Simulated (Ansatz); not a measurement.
What each rung costs, and what it gives

The pair of HCl (SMILES Cl, atoms 1–2) and Si$_{2}$H$_{6}$ (SMILES [SiH3][SiH3], atoms 3–10), both closed shells, in one local arrangement (a lower one may exist), relaxed at PBE0-D4/def2-TZVP:

```
10
angstrom
Cl -0.4232 0.3103 -3.1592
H -0.7669 -0.4950 -2.2211
Si -0.4650 -0.9492 0.8083
Si 0.7752 1.0163 0.5319
H -1.6093 -0.7291 1.7314
H -1.0282 -1.4192 -0.4931
H 0.3872 -2.0441 1.3421
H 1.3064 1.4308 1.8583
H -0.0886 2.0987 -0.0048
H 1.9124 0.7803 -0.3940
```

Interaction energies are counterpoise-corrected; the time is that of the whole pair.

Program: Ansatz 0.2.0. Basis: as named in each row. Cores are frozen in the correlated methods. B3LYP uses VWN-RPA correlation. Extrapolation: Hartree–Fock as exp(−7.88 √X), correlation as X^−2.97.

Times are rough, for one single point on 4 threads of a shared host (Arm Neoverse V2).

The estimate by CCSD(T) at an estimated basis limit (MP2 extrapolated from triple and quadruple zeta, plus CCSD(T) − MP2 in triple zeta) is -0.065 eV.

```
   method        basis  time (s)  interaction energy (eV)  method less estimate
       HF       STO-3G   under 1                    0.059                 0.123
   PBE-D4       STO-3G   under 1                   -0.073                -0.008
    SPW92     def2-SVP   under 1                   -0.123                -0.058
   PBE-D4     def2-SVP   under 1                   -0.079                -0.014
 B3LYP-D4        6-31G   under 1                   -0.061                 0.004
  PBE0-D4     def2-SVP   under 1                   -0.066                -0.002
  CCSD(T)     def2-SVP         1                    0.019                 0.083
revPBE-D4  def2-TZVPPD         2                   -0.067                -0.002
   PBE-D4  def2-TZVPPD         2                   -0.090                -0.025
  BLYP-D4  def2-TZVPPD         2                   -0.070                -0.005
 HSE06-D4  def2-TZVPPD         3                   -0.078                -0.013
 B3LYP-D4  def2-TZVPPD         3                   -0.072                -0.007
  PBE0-D4  def2-TZVPPD         3                   -0.078                -0.013
  wB97M-V     def2-SVP         3                   -0.047                 0.018
r2SCAN-D4  def2-TZVPPD         4                   -0.066                -0.002
   B2PLYP  def2-TZVPPD         5                   -0.017                 0.047
  wB97X-V  def2-TZVPPD         8                   -0.061                 0.003
   B97M-V  def2-TZVPPD         8                   -0.071                -0.007
  wB97M-V  def2-TZVPPD         9                   -0.063                 0.002
      MP2  def2-QZVPPD        16                   -0.067                -0.002
  CCSD(T)  def2-TZVPPD        77                   -0.047                 0.018
```

T1 diagnostic: at most 0.013.
